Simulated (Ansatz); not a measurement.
Results of PBE in Ansatz (plane waves, PAW) for antiferromagnetic bcc Cr.

Numerical settings: plane-wave cutoff 500 eV, 26×26×26 k mesh, Fermi–Dirac smearing 0.1 eV, magnetic order afm, spin-polarised with opposed moments, scalar-relativistic PAW data made under PBE.

Cell (relaxed at this level):

Cr is modelled in the cubic space group Im-3m (No. 229), the bcc (W type) structure, Pearson symbol cI2. Conventional cell: a = 2.8639 Å, b = 2.8639 Å, c = 2.8639 Å, α = 90.00°, β = 90.00°, γ = 90.00°. Cr on 2a is coordinated by 8 Cr at 2.480 Å and 6 Cr at 2.864 Å. (Neighbours: up to the widest gap in distance over summed covalent radii, below 1.35, at either atom.)

**Question.** What does this level give for the magnetic moment (largest site, within a sphere)?

**Answer.** 
- magnetic moment (largest site, within a sphere): 0.95 μB

Note: the commensurate order stands in for chromium's spin-density wave, and the size of the moments varies much between levels; the collinear magnetic order is the start's and need not be the measured one.

Moments are spin moments.

Computed values are for the static lattice.

Computing time: about 110 core-seconds (a rough figure).

Ansatz is a program for electronic structure.
